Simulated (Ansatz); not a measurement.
Relaxed structures of C₂H₄S, closed shell (PBE0-D4/def2-TZVP; forces vanish, vibrations not checked; lower isomers may exist, and structures with a doubtful reference or unclear bonds are left out; Å). Ansatz 0.2.0; basis: def2-TZVPP; cores frozen in the correlated methods.

Question: Rank them by CCSD(T) energy, lowest first, and give each one's height above the lowest. Links in brackets join atoms within 1.22 times the sum of their covalent radii (1.1 for two metals). (An estimate is asked for; the value comes from the calculation.)
A.
a complex of CH₄ + CS
```
7
angstrom
C -1.0904 0.8693 0.0702
C 2.2033 -0.9266 -0.2671
S 2.0165 -1.4034 1.1737
H -1.4601 -0.1222 0.3314
H -0.3638 0.7835 -0.7373
H -1.9237 1.4936 -0.2513
H -0.6134 1.3212 0.9398
```
B.
C₂H₄S (CC=S)
```
7
angstrom
C -0.5706 0.3445 -0.0990
C 0.6873 -0.4256 0.0501
S 1.4727 -0.7063 1.4252
H -1.3386 -0.2874 -0.5602
H -0.4127 1.1807 -0.7900
H -0.9296 0.7206 0.8577
H 1.0915 -0.8265 -0.8838
```
C.
a complex of C₂H₂ (C#C) + H₂S
```
7
angstrom
C 1.4327 -0.6499 1.9034
C 0.6402 -0.1803 1.1376
S -1.7212 1.0132 -1.6573
H -1.9824 -0.2675 -1.9610
H -0.6761 1.0574 -2.4977
H 2.1359 -1.0652 2.5862
H -0.0652 0.2352 0.4499
```

Answer: Computed: B (0.00 kcal/mol), A (31.81 kcal/mol), C (35.93 kcal/mol). Heights count from the lowest.

The T1 diagnostic stays at or below 0.019. The restricted Hartree–Fock reference is unstable towards an unrestricted one at one or more of these structures.

For scale, one of the runs: CCSD(T)/def2-TZVPP, 160 basis functions, launched by `ansatz run in.yaml --threads 2 --pin off --events-out ev --progress --plain --max-ram 4352MiB`. The run took 16 s on 2 CPU threads of an Intel Xeon Platinum 8259CL (shared host), with 1.1 GiB of host memory at its peak.
